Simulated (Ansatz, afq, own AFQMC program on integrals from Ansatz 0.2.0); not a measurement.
Integrals from Ansatz 0.2.0, then the random walk in our own AFQMC program (afq).

```yaml
crystal:
  periodic: [false, false, false]
  atoms:
    - {symbol: In, position_ang: [0.000000, 0.000000, 0.000000]}
basis:
  gaussian: {orbitals: def2-TZVPP}
magnetization: {spin_polarized: false, initial_magnetization: 1}
correlation: {method: ccsd_t, electrons: outside_noble_gas, hamiltonian_folder: ham}
```

```sh
$ ansatz run in.yaml --threads 1 --pin off --events-out ev --progress --plain --max-ram 1843MiB
```

afq runs on the folder ham with

```
--method free --trial cisd --walkers 60 --time-step 0.03 --max-blocks 80 --target-error 0.00021 --factor-cut 1e-05 --seed 5767 --times 0,0.3,0.6,1.2,1.8,2.4,3.6,4.8,6 --taylor-order 8
```

Times are imaginary, in 1/Eh. The walk had a cap of 885 s. Filled inner d shells are frozen with the cores. Core potentials past Kr, no spin–orbit coupling.

```
orbitals 41  electrons 2 1  factors 311 of 323
reference energy -189.20709988 Eh
CCSD correlation -0.04403268 Eh in 9 cycles, weight of the determinant in the CISD state 0.9439
repeat  energy at the last time / Eh  error
    10  -189.252269  0.000136
    20  -189.252243  0.000075
    30  -189.252218  0.000061
time / (1/Eh)  energy / Eh  error  mean overlap
  0.00  -189.251134  0.000001  1.0596
  0.30  -189.251561  0.000017  1.0558
  0.60  -189.251774  0.000028  1.0619
  1.20  -189.252018  0.000031  1.0624
  1.80  -189.252140  0.000036  1.0619
  2.40  -189.252243  0.000046  1.0482
  3.60  -189.252198  0.000048  1.0596
  4.80  -189.252201  0.000053  1.0702
  6.00  -189.252212  0.000059  1.0831
energy -189.252212 +/- 0.000059 Eh
```

(1) Estimate how long the walk took on 1 thread of Arm Neoverse V1, on a shared host.

The run passed its tests (error under three times the target), which doesn't prove that it has relaxed.

Against this walk (error 1.6 meV) on the same determinant: CCSD(T) 6.9 meV higher, full CI 0.3 meV lower (within the noise). The error is statistical, and a free projection of finite length keeps a remainder of its start.

Cautions: remainder of the start not in the error; no spin-orbit coupling; inner d shell frozen.

Answers

(1) 69 s of wall time.

A walk keeps the symmetry of its determinant, which the program's search chose and which needn't be the lowest solution, so a lower state of the same spin and another symmetry isn't excluded.
